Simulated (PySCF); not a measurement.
**How the functional moves excitation energies**

Compound: E-2,4-pentadienenitrile, C5H5N.
Structure used (PBE0-D3(BJ)/def2-SVP), in Å, numbered top down from 1:
```
atom  x, y, z in Å
C1    -2.0358    0.8798    0.2121
C2    -1.0811    0.0002   -0.1255
C3     0.2940    0.1057    0.3121
C4     1.2534   -0.7841   -0.0204
C5     2.5998   -0.6675    0.4221
N6     3.7022   -0.5866    0.7767
H7    -1.8181    1.7433    0.8482
H8    -3.0645    0.7648   -0.1363
H9    -1.3307   -0.8539   -0.7652
H10    0.5572    0.9585    0.9474
H11    1.0216   -1.6458   -0.6552
```

Linear-response calculations in the def2-SVPD basis (PySCF; singlets by full response, triplets Tamm–Dancoff, core orbitals frozen in the response; HF means time-dependent Hartree–Fock). 'Strongest' is the level of largest summed f among the singlets computed (10 roots, of which the last may lack a degenerate partner); it can jump between rows when another state enters that window. S1 is the lowest singlet of each run and needn't be the same state throughout; f(S1) is that of one state. One conformer (not necessarily the lowest) at the PBE0-D3(BJ)/def2-SVP geometry, without solvent, vibrations or thermal averaging.

```json
{"functional": "LDA", "kind": "LDA", "S1 (eV)": "4.88", "f(S1)": "0.743", "strongest (eV)": "4.88", "T1 (eV)": "2.89", "HOMO (eV)": "-6.72", "gap (eV)": "3.35", "ionisation energy, ΔSCF (eV)": "9.57"}
{"functional": "B3LYP", "kind": "global hybrid, 20% exact exchange", "S1 (eV)": "5.05", "f(S1)": "0.797", "strongest (eV)": "5.05", "T1 (eV)": "2.75", "HOMO (eV)": "-7.26", "gap (eV)": "4.81", "ionisation energy, ΔSCF (eV)": "9.35"}
{"functional": "PBE0", "kind": "global hybrid, 25% exact exchange", "S1 (eV)": "5.13", "f(S1)": "0.811", "strongest (eV)": "5.13", "T1 (eV)": "2.70", "HOMO (eV)": "-7.48", "gap (eV)": "5.20", "ionisation energy, ΔSCF (eV)": "9.36"}
{"functional": "BHandHLYP", "kind": "global hybrid, 50% exact exchange", "S1 (eV)": "5.27", "f(S1)": "0.858", "strongest (eV)": "5.27", "T1 (eV)": "2.69", "HOMO (eV)": "-8.29", "gap (eV)": "7.05", "ionisation energy, ΔSCF (eV)": "9.22"}
{"functional": "CAM-B3LYP", "kind": "range-separated hybrid", "S1 (eV)": "5.24", "f(S1)": "0.827", "strongest (eV)": "5.24", "T1 (eV)": "2.77", "HOMO (eV)": "-8.66", "gap (eV)": "7.47", "ionisation energy, ΔSCF (eV)": "9.44"}
{"functional": "wB97X-D", "kind": "range-separated hybrid", "S1 (eV)": "5.24", "f(S1)": "0.833", "strongest (eV)": "5.24", "T1 (eV)": "2.85", "HOMO (eV)": "-9.19", "gap (eV)": "8.62", "ionisation energy, ΔSCF (eV)": "9.41"}
{"functional": "LC-wPBE", "kind": "range-separated hybrid", "S1 (eV)": "5.44", "f(S1)": "0.848", "strongest (eV)": "5.44", "T1 (eV)": "2.73", "HOMO (eV)": "-9.96", "gap (eV)": "9.82", "ionisation energy, ΔSCF (eV)": "9.57"}
{"functional": "HF", "kind": "Hartree–Fock", "S1 (eV)": "5.45", "f(S1)": "0.921", "strongest (eV)": "5.45", "T1 (eV)": "2.36", "HOMO (eV)": "-9.51", "gap (eV)": "10.89", "ionisation energy, ΔSCF (eV)": "not settled"}
```

**Question.** What does PBE (GGA) give?

**Answer.** S1 (eV) 4.88, f(S1) 0.742, strongest (eV) 4.88, T1 (eV) 2.73, HOMO (eV) -6.51, gap (eV) 3.38, ionisation energy, ΔSCF (eV) 9.29. S1 runs from 4.88 eV (LDA) to 5.45 eV (HF), a spread of 0.57 eV, while the orbital gap spreads over 7.5 eV. Along PBE (0%), B3LYP (20%), PBE0 (25%), BHandHLYP (50%), HF (100%) S1 rises with the share of exact exchange. −ε(HOMO) comes closest to its own ΔSCF ionisation energy with wB97X-D (-0.22 eV) and misses most with LDA (-2.85 eV). 'Not settled' means that the ion's SCF failed to converge or may have ended in another state than the lowest.
